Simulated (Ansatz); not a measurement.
The cluster Al₂Si⁺. The state is a doublet with charge 1. Geometry B3LYP-D4/def2-TZVP; atoms count from 1.

```xyz
3

Al    1.081    0.246   -0.959
Al   -1.423    0.275   -0.221
Si    0.342   -0.521    1.179
```

The relaxed charge 1 doublet is spin-contaminated (final ⟨S²⟩ up to 1.21, 0.75 for a pure state). The structure comes from a short search, and lower isomers may exist.

Problem. Estimate the Mulliken populations from the PBE0/def2-TZVP orbitals of Ansatz.

Solution. 
```json
{"atom": "Al1", "charge (e)": "0.43", "spin (α − β)": "0.28"}
{"atom": "Al2", "charge (e)": "0.43", "spin (α − β)": "0.28"}
{"atom": "Si3", "charge (e)": "0.14", "spin (α − β)": "0.44"}
```
Mulliken values depend strongly on the basis.

Problem. Where does the spin sit?

Solution. Summed by element: Al 0.56, Si 0.44, of 1 unpaired in all. Largest on single atoms: Si3 0.44, Al1 0.28, Al2 0.28.

Problem. And the Mayer bond orders between heavy atoms (over 0.3)?

Solution. Al1–Al2 0.75 (2.61 Å); Al1–Si3 1.23 (2.39 Å); Al2–Si3 1.23 (2.39 Å).
